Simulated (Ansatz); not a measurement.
# C3H6O2: the cost of one run

Method: the levels named in each step, in Ansatz 0.2.0.

### 1 The system as given

Bond lengths: C1–C2 1.522 Å, C2–O3 1.434 Å, O3–C4 1.319 Å, C4–O5 1.195 Å, C1–H6 1.086 Å, C1–H7 1.087 Å, C1–H8 1.087 Å, C2–H9 1.092 Å, C2–H10 1.095 Å, C4–H11 1.104 Å. Angles (14 of 16 angles, heavy atoms first): C1–C2–O3 111.1°, C2–O3–C4 117.1°, O3–C4–O5 127.2°, C1–C2–H9 111.3°, C1–C2–H10 110.3°, O3–C2–H9 105.2°, O3–C2–H10 108.8°, C2–C1–H6 109.6°, C2–C1–H7 110.0°, C2–C1–H8 110.4°, O3–C4–H11 108.6°, O5–C4–H11 124.2°, H9–C2–H10 110.1°, H6–C1–H7 108.8°.

Structure file:

```xyz
11

C    -1.8502    0.4067    0.2920
C    -0.9314   -0.5615   -0.4383
O     0.2508    0.1015   -0.9071
C     1.2487    0.2246   -0.0533
O     1.2902   -0.1755    1.0723
H    -2.7470   -0.1152    0.6130
H    -1.3453    0.8088    1.1672
H    -2.1312    1.2281   -0.3627
H    -1.4087   -0.9619   -1.3348
H    -0.6361   -1.3793    0.2271
H     2.0737    0.7622   -0.5523
```

### 2 A rough first relaxation, PBE-D4/def2-SVP

This run stands in another session on the same molecule. It ended at:

```xyz
11

C    -1.8549    0.4042    0.2936
C    -0.9352   -0.5638   -0.4325
O     0.2522    0.1028   -0.9305
C     1.2731    0.2323   -0.0598
O     1.2919   -0.1568    1.0869
H    -2.7914   -0.1119    0.5872
H    -1.3725    0.7873    1.2139
H    -2.1222    1.2625   -0.3546
H    -1.4169   -0.9846   -1.3367
H    -0.6251   -1.3936    0.2352
H     2.1144    0.7600   -0.5797
```

### 3 Relaxation, HF/STO-3G

Input file input.yaml:

```yaml
crystal:
  periodic: [false, false, false]
  atoms:
    - { symbol: C, position_ang: [-1.85489503, 0.40422987, 0.29360198] }
    - { symbol: C, position_ang: [-0.93520043, -0.56381177, -0.43253038] }
    - { symbol: O, position_ang: [0.2522269, 0.10281771, -0.93053348] }
    - { symbol: C, position_ang: [1.27314374, 0.23230739, -0.05983164] }
    - { symbol: O, position_ang: [1.29188398, -0.15682665, 1.08690751] }
    - { symbol: H, position_ang: [-2.79136074, -0.11186896, 0.58722478] }
    - { symbol: H, position_ang: [-1.37246833, 0.78732298, 1.21388903] }
    - { symbol: H, position_ang: [-2.122245, 1.26250221, -0.35457882] }
    - { symbol: H, position_ang: [-1.41692149, -0.98460892, -1.33668444] }
    - { symbol: H, position_ang: [-0.62513037, -1.39355424, 0.23520383] }
    - { symbol: H, position_ang: [2.11443679, 0.75995038, -0.57966836] }
basis:
  gaussian: { orbitals: STO-3G }
hamiltonian:
  xc: hf
relax:
  f_tol: 0.002
  max_steps: 150
```

On the command line:

```sh
> ansatz run input.yaml --threads 4 --pin off --max-ram 10240MiB --backend cpu --events-out ev --progress --plain --runs-dir out
```

Q: Estimate wall time and peak memory on 4 threads of Intel Xeon at 2.50GHz (Skylake/Cascade Lake), shared host.

About 14 s, with a peak of 0.1 GiB.
